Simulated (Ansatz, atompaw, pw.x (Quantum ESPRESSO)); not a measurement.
## What a changed setting does to a pw.x run (bcc W)

Potential: PAW, atompaw 4.2.0.5, PBEsol; core [Kr] 4d10 4f14 5s2, reference 5p6 5d4 6s1 6p1; waves: 6s (bound): rc 2.50 bohr; 6s channel at -0.05 Ry: rc 2.50 bohr; 5p (bound): rc 1.55 bohr; 6p (bound): rc 2.50 bohr; 5d (bound): rc 2.50 bohr; 5d channel at 0.45 Ry: rc 1.65 bohr; local part: bessel scheme, radius 2.25 bohr; core correction: smooth core density matched at 1.95 bohr; augmentation: sinc compensation charge, radius 2.25 bohr; PAW radius 2.50 bohr; waves and projectors: custom rrkj gramschmidtortho.

The reference run (k-mesh 15³, cutoffs 75/750 Ry, Fermi–Dirac 0.01 Ry, mixing_beta 0.4, conv_thr 1e-9, no spin) gives 2.34 GPa at 15.687 Å³/atom, where all-electron LAPW gives 0.22 GPa. This run, with its own iteration cap, changes degauss to 0.005.

```
&control
  calculation='scf', prefix='x', pseudo_dir='./', outdir='./tmp', tstress=.true., disk_io='none'
/
&system
  ibrav=0, nat=1, ntyp=1, ecutwfc=75, ecutrho=750, nbnd=14,
  occupations='smearing', smearing='fd', degauss=0.005
/
&electrons
  conv_thr=1e-09, mixing_beta=0.4, electron_maxstep=50
/
ATOMIC_SPECIES
W 1.0 W.UPF
CELL_PARAMETERS angstrom
  -1.57698163 1.57698163 1.57698163
  1.57698163 -1.57698163 1.57698163
  1.57698163 1.57698163 -1.57698163
ATOMIC_POSITIONS crystal
W 0.0000 0.0000 0.0000
K_POINTS automatic
15 15 15 0 0 0
```

```bash
pw.x < W.scf.in > W.scf.out
```

How does the run end?

It converges in 8 iterations; the free energy moves by +10.4 meV/atom and the pressure by +0.04 GPa. In a metal, with Fermi–Dirac smearing, F lies below its zero-width value by a term in the square of the width.

```
Message from routine setup:
     using ibrav=0 with symmetry is DISCOURAGED, use correct ibrav instead
     lattice parameter (alat)  =       5.1616  a.u.
     unit-cell volume          =     105.8611 (a.u.)^3
     number of electrons       =        12.00
     number of Kohn-Sham states=           14
     kinetic-energy cutoff     =      75.0000  Ry
     charge density cutoff     =     750.0000  Ry
     scf convergence threshold =      1.0E-09
     Exchange-correlation= SLA PW PSX PSC
     number of k points=   120  Fermi-Dirac smearing, width (Ry)=  0.0050
     negative rho (up, down):  1.641E-04 0.000E+00
     iteration #  1     ecut=    75.00 Ry     beta= 0.40
     negative rho (up, down):  1.718E-04 0.000E+00
     total energy              =    -711.03238885 Ry
     estimated scf accuracy    <       0.07632162 Ry
     iteration #  2     ecut=    75.00 Ry     beta= 0.40
     negative rho (up, down):  1.048E-04 0.000E+00
     total energy              =    -711.03009682 Ry
     estimated scf accuracy    <       0.01314183 Ry
     iteration #  3     ecut=    75.00 Ry     beta= 0.40
     negative rho (up, down):  6.110E-05 0.000E+00
     total energy              =    -711.03193383 Ry
     estimated scf accuracy    <       0.00028458 Ry
     [... 2 iterations left out ...]
     iteration #  6     ecut=    75.00 Ry     beta= 0.40
     negative rho (up, down):  6.069E-05 0.000E+00
     total energy              =    -711.03206347 Ry
     estimated scf accuracy    <          1.5E-09 Ry
     iteration #  7     ecut=    75.00 Ry     beta= 0.40
     negative rho (up, down):  6.069E-05 0.000E+00
     total energy              =    -711.03206347 Ry
     estimated scf accuracy    <          4.8E-09 Ry
     iteration #  8     ecut=    75.00 Ry     beta= 0.40
     negative rho (up, down):  6.069E-05 0.000E+00
     the Fermi energy is    20.7778 ev
!    total energy              =    -711.03206347 Ry
     estimated scf accuracy    <          9.5E-12 Ry
     smearing contrib. (-TS)   =      -0.00044550 Ry
     The total energy is F=E-TS. E is the sum of the following terms:
     one-electron contribution =       5.39786510 Ry
     hartree contribution      =      10.16481298 Ry
     xc contribution           =     -13.99703567 Ry
     ewald contribution        =     -87.92591787 Ry
     one-center paw contrib.   =    -624.67134253 Ry
     convergence has been achieved in   8 iterations
     negative rho (up, down):  6.069E-05 0.000E+00
          total   stress  (Ry/bohr**3)                   (kbar)     P=       23.75
     Message from routine punch:
     Nothing written, as per user request (disk_io='none')
```

The run took about 29 s on one core of a shared host (Intel(R) Xeon(R) Platinum 8375C CPU @ 2.90GHz, 128 threads, 992 GiB, load 48).
